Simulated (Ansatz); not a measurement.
High-frequency dielectric constant of solids drawn from the class of oxides, at two levels: PBE in Ansatz (PAW), and r²SCAN in Ansatz (PAW).

```json
[
 {"solid": "cubic perovskite KTaO3", "PBE": "5.41", "r²SCAN": "4.90", "shift (%)": "-9.4"},
 {"solid": "cubic perovskite BaZrO3", "PBE": "4.87", "r²SCAN": "4.48", "shift (%)": "-8.0"},
 {"solid": "rock-salt CaO", "PBE": "3.79", "r²SCAN": "3.52", "shift (%)": "-7.1"},
 {"solid": "rock-salt MgO", "PBE": "3.24", "r²SCAN": "3.00", "shift (%)": "-7.4"},
 {"solid": "anatase TiO2 (metastable phase)", "PBE": "6.66", "r²SCAN": "6.01", "shift (%)": "-9.8"},
 {"solid": "rutile TiO2", "PBE": "7.85", "r²SCAN": "7.00", "shift (%)": "-10.8"},
 {"solid": "SiO2 (P4₁2₁2, No. 92)", "PBE": "2.23", "r²SCAN": "2.20", "shift (%)": "-1.3"},
 {"solid": "stishovite (SiO2)", "PBE": "3.48", "r²SCAN": "3.26", "shift (%)": "-6.3"},
 {"solid": "cubic perovskite BaHfO3", "PBE": "4.67", "r²SCAN": "4.33", "shift (%)": "-7.3"},
 {"solid": "rock-salt SrO", "PBE": "3.79", "r²SCAN": "3.52", "shift (%)": "-7.1"}
]
```

The shifts run from -10.8 % to -1.3 %, with a median of -7.3 %.

Over all 10 rows r²SCAN is the larger in 0.

Database compounds that came out metallic weren't drawn.

Ansatz's runs of these crystals have no spin polarisation.

Spin–orbit coupling is left out, also for the solids with elements from indium on (cubic perovskite KTaO3, cubic perovskite BaZrO3, cubic perovskite BaHfO3); its size isn't shown.

Each level is taken at its own relaxed cell. Ansatz's density-functional and Hartree–Fock values are scalar-relativistic unless marked +SOC, with PAW data made under PBE.

Ansatz is a first-principles code.
